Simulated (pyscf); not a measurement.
H₂C=SiH₂ + HCl → H₂C=SiH–Cl + H₂ (four-centre exchange; singlet surface; H–Si, Cl–H broken, Cl–Si, H–H formed). Structures and frequencies: ωB97X-D3(BJ)/def2-SVP in PySCF. Energies in kJ/mol from the separated reactants.

```tsv
level	barrier	reaction energy
ωB97X-D3(BJ)/def2-TZVP	113.8	-81.2
PBE/def2-TZVP	85.6	-71.7
r²SCAN/def2-TZVP	…	-78.2
B3LYP-D3(BJ)/def2-TZVP	…	…
PBE0-D3(BJ)/def2-TZVP	96.3	-72.4
M06-2X/def2-TZVP	113.3	-79.9
```

Question: What belongs in the gaps?

Answer: 
- r²SCAN/def2-TZVP, barrier: 92.2
- B3LYP-D3(BJ)/def2-TZVP, barrier: 112.5
- B3LYP-D3(BJ)/def2-TZVP, reaction energy: -72.5

The functionals in the table span 28.3 kJ/mol in this barrier, from PBE to ωB97X-D3(BJ)/def2-TZVP. On the reactant side the descent ends in a complex, 19.7 kJ/mol under the separated species and 133.5 kJ/mol under the saddle at ωB97X-D3(BJ)/def2-TZVP. The same reactants have a lower exit, to H₃C–SiH₂–Cl (barrier +13.6 kJ/mol at ωB97M-D3(BJ)/def2-TZVP, against +118.1 kJ/mol here). H₂C=SiH–Cl lies 57.2 kJ/mol over its isomer H₃C–Si:–Cl [singlet] (electronic energy, ωB97M-D3(BJ)/def2-TZVP). This is the saddle that the search found; another between the same sides may lie lower.
